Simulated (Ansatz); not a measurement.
Consider the formal hydrolysis of a B–B bond: `BBO` + H₂O → `OBO` + BH₃.

Program: Ansatz. Geometries: PBE0-D4/def2-TZVP. ΔE: electronic, gas phase. CCSD(T)/CBS is the MP2 limit (def2-TZVPP, def2-QZVPP) plus CCSD(T) − MP2 in def2-TZVPP, frozen cores. This one scheme is used for every species. DFT in def2-TZVPP. Each species was taken in one conformer, which may not be the lowest.

```json
{"level": "ωB97X-V", "ΔE (kJ/mol)": "-157.0"}
{"level": "PBE0", "ΔE (kJ/mol)": "-151.2"}
{"level": "SCS-MP2/def2-TZVPP", "ΔE (kJ/mol)": "-165.9"}
{"level": "MP2/CBS(def2)", "ΔE (kJ/mol)": "-160.6"}
```

Q: What does CCSD(T)/CBS give? (Estimate.)

A: Ansatz gave: -155.1 kJ/mol. The listed levels differ from it by -1.9, 3.9, -10.8, -5.5 kJ/mol.

Largest T1 diagnostic among the species: 0.013.

From PBE to PBE0 (25 % exact exchange), in def2-TZVPP and without D4, ΔE moves by −5.0 kJ/mol. In def2-TZVPP, CCSD(T) changes the Hartree–Fock value by +15.3 kJ/mol (the triples alone add +0.6 kJ/mol) and MP2 by +9.8 kJ/mol.
